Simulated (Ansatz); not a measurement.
A made-up structure of BHF₂, closed shell:

```csv
atom,x (Å),y (Å),z (Å)
F1,1.2928,0.5118,-0.4053
B2,-0.0021,-0.0348,0.0283
F3,-1.2269,0.5921,-0.4916
H4,-0.0638,-1.0691,0.8687
```

It is relaxed with PBE-D4/def2-SVP and then PBE0-D4/def2-TZVP (Ansatz 0.2.0). Atoms count as bonded within 1.22 times the sum of their covalent radii (H–H: 0.88 Å). The end point is not checked to be a true minimum.

(1) Does its bonding change? (A judgement: the text doesn't fix the answer.)

Results:

(1) By the calculation: No: no bond forms or breaks.

Where it ends: The first stage lowers the energy by 0.94 eV in 6 steps. It ends as BHF₂ ([F][BH][F]):
```
atom    x (Å)    y (Å)    z (Å)
  F1   1.1543   0.4572  -0.3615
  B2  -0.0019  -0.0310   0.0252
  F3  -1.0955   0.5289  -0.4385
  H4  -0.0570  -0.9551   0.7749
```

Labels in which every atom is bracketed show which atoms are joined, not bond orders.

For scale, one of the runs: PBE0-D4/def2-TZVP relaxation, 99 basis functions, launched by `ansatz run in.yaml --threads 2 --pin off --events-out ev --progress --plain --max-ram 4352MiB`. Hardware: 2 CPU threads of an Arm Neoverse V1, shared host. Wall time about 4.5 s.
